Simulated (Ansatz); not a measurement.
Changing the shape of SiH₄, singlet

Calculated in Ansatz's Gaussian-basis code. Basis cc-pV(T+d)Z on Si, cc-pVTZ on H, nonrelativistic, 5 orbitals frozen in the corrections; active space CAS(8,8). Restricted Hartree–Fock, then the lowest state-specific CASSCF solution met for each case. On stretched bonds single-reference methods can fail or change state. Unlike active orbitals can shift such differences by tenths of an eV, at times by over 1 eV.

Case A:

```csv
atom,x (Å),y (Å),z (Å)
Si,0.0000,0.0000,0.0000
H,0.7705,0.7705,0.7705
H,-0.8561,-0.8561,0.8561
H,-0.8561,0.8561,-0.8561
H,0.8561,-0.8561,-0.8561
```

Case B:

```xyz
5

Si    0.0000    0.0000    0.0000
H     0.8561    0.8561    0.8561
H    -0.8561   -0.8561    0.8561
H    -0.8561    0.8561   -0.8561
H     0.8561   -0.8561   -0.8561
```

Energy less that of case A, in eV:

| case | CASSCF |
| --- | --- |
| B | -0.299 |

Problem. Give the SC-NEVPT2 energies against case A.

Solution. B: -0.252 eV (-5.8 kcal/mol).
